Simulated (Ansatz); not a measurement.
Relaxed structures of B₂NH₄ (charge -1), singlet (PBE0-D4/def2-TZVPD; forces vanish, vibrations not checked; lower isomers may exist, and structures with a doubtful reference or unclear bonds are left out; Å). Computed with Ansatz 0.2.0 (basis: def2-TZVPPD); correlated methods freeze the cores.

Question: Rank them by CCSD(T) energy, lowest first, and give each one's height above the lowest. Links in brackets join atoms within 1.22 times the sum of their covalent radii (1.1 for two metals). (Judge from chemistry; the value comes from the calculation.)
A.
B₂NH₄ ([BH2][B][NH2]), total charge -1
```
7
angstrom
B -1.1860 0.2659 -0.8550
N 1.1545 -0.2591 0.8324
B 0.0380 -0.0089 0.0268
H -2.0172 -0.5965 -1.0782
H -1.3712 1.3568 -1.3650
H 1.1696 -0.1167 1.8313
H 2.0359 -0.6019 0.4804
```
B.
B₂NH₄ ([BH][N][BH3]), total charge -1
```
7
angstrom
B -1.1772 0.2618 -0.4994
N 0.2348 -0.1263 -0.1017
B 1.3890 -0.4432 0.2236
H -1.7342 -0.6750 -1.0873
H -1.1599 1.2436 -1.2539
H -1.8456 0.5490 0.5027
H 2.4861 -0.7444 0.5329
```
C.
B₂NH₄ ([BH2][N][BH2]), total charge -1
```
7
angstrom
B -1.0734 0.2409 -0.7740
N 0.0003 -0.0002 -0.0004
B 1.0735 -0.2409 0.7739
H -1.9175 -0.6203 -1.0057
H -1.2715 1.3360 -1.2930
H 1.0569 -0.0571 1.9879
H 2.1317 -0.6584 0.3114
```

Answer: By the calculation: C (0.00 kcal/mol), B (10.77 kcal/mol), A (53.73 kcal/mol). Heights count from the lowest.

The T1 diagnostic stays at or below 0.019. The highest PBE0 orbital of the anion lies well above zero, so the extra electron may be unbound in the gas phase.

For scale, one of the runs: CCSD(T)/def2-TZVPPD, 179 basis functions, launched by `ansatz run in.yaml --threads 2 --pin off --events-out ev --progress --plain --max-ram 4352MiB`. The run took 19 s on 2 CPU threads of an Arm Neoverse V2 (shared host), with 1.7 GiB of host memory at its peak.
